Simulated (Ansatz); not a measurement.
## Worked example: the barrier

An elementary step of CH7OSi, doublet (CH₄O ([CH3][OH]) + SiH₃ → CH₃O ([CH3][O]) + SiH₄; bonds formed: H1–Si4; bonds broken: H1–O2). “Start” is the structure reached by relaxing down from the saddle towards the reactants; PBE0-D4/def2-TZVP structures. The saddle:

```
10
angstrom
H 0.3558 -0.6650 0.0380
O 1.4279 0.3028 -0.1861
C 0.8510 1.5524 -0.2939
Si -0.9172 -1.5426 0.2987
H 1.6894 2.2449 -0.4648
H 0.3440 1.8802 0.6234
H 0.1737 1.6483 -1.1530
H -1.6623 -0.9668 1.4483
H -0.4912 -2.9311 0.6064
H -1.7711 -1.5231 -0.9170
```

Program: Ansatz 0.2.0. Basis: def2-TZVPP and def2-QZVPP. Cores are frozen in the correlated methods; orbitals are unrestricted.

Energies in eV:

| quantity | saddle | start |
| --- | --- | --- |
| Hartree–Fock, triple zeta (X = 3) | -11039.57281 | -11040.49212 |
| Hartree–Fock, quadruple zeta (X = 4) | -11039.97624 | -11040.89454 |
| MP2 correlation, X = 3 | -14.44956 | -14.93023 |
| MP2 correlation, X = 4 | -15.51630 | -16.01115 |
| CCSD(T) correlation, X = 3 | -16.51733 | -16.64951 |

Work out the barrier at the basis limit: extrapolate Hartree–Fock as E(X) = E∞ + A exp(−7.88 √X) and the MP2 correlation as E(X) = E∞ + B X^−2.97 (the exponents that Neese and Valeev fitted for def2-TZVPP and QZVPP), then add CCSD(T) − MP2 in triple zeta.

Each step is linear, so take the differences first (saddle − start): Hartree–Fock 0.91931 (X = 3) and 0.91830 (X = 4); MP2 correlation 0.48067 and 0.49485; CCSD(T) correlation 0.13218.
Two points give E∞ = E(4) + w [E(4) − E(3)], with w = 1/(exp(7.88 (2 − √3)) − 1) = 0.1377 for Hartree–Fock and w = 1/((4/3)^2.97 − 1) = 0.7407 for the correlation.
Hartree–Fock: 0.91830 + 0.1377 × (-0.00101) = 0.9182 eV.
MP2 correlation: 0.49485 + 0.7407 × 0.01418 = 0.5054 eV.
CCSD(T) − MP2: 0.13218 − 0.48067 = -0.3485 eV.
Sum: 0.9182 + 0.5054 + (-0.3485) = 1.0751 eV, or 24.79 kcal/mol. Plain CCSD(T) in triple zeta gives 1.0515 eV, so the larger basis shifts the result by 0.0236 eV.

No T1 diagnostic of these runs exceeds 0.022. ⟨S²⟩ of the unrestricted Hartree–Fock references: 0.75 to 0.77 (a pure state has 0.75).

Radical steps of this kind take place in plasma deposition and etching.

Labels in which every atom is bracketed show which atoms are joined, not bond orders.

For scale, one of the runs: CCSD(T)/def2-TZVPP, 202 basis functions (an equivalent command: `ansatz run in.yaml --threads 4`). Hardware: 4 CPU threads, shared host. Wall time 100 s; peak host memory 6.5 GiB.
